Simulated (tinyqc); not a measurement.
Geometry optimisation on the unrestricted LDA (VWN5)/sto-3g surface (energies and gradients from PySCF), for CH3, spin multiplicity 2, step by step. One step of it, computed by the program tinyqc.

Problem. Step 1: move. Quasi-Newton step p = -H^(-1) g (first H = 0.6 times the unit matrix); steps longer than 0.3 bohr are cut back.

positions at the start (bohr):
```
            x          y          z
1C   0.018897  -0.041574   0.088817
2H   2.003110  -0.068030  -0.034015
3H  -1.063916   1.889726   0.045353
4H  -0.990216  -1.698864  -0.058582
```

gradient (hartree/bohr):
```
              x            y            z
1C   0.03119713  -0.09657888  -0.00493399
2H  -0.03725473  -0.00130518   0.00193714
3H  -0.02666659   0.04588598  -0.00124863
4H   0.03272350   0.05199749   0.00424542
```

Give: positions after step 1.

Solution.

positions after step 1 (bohr):
```
         x       y       z
1C  -0.033   0.119   0.097
2H   2.065  -0.066  -0.037
3H  -1.019   1.813   0.047
4H  -1.045  -1.786  -0.066
```
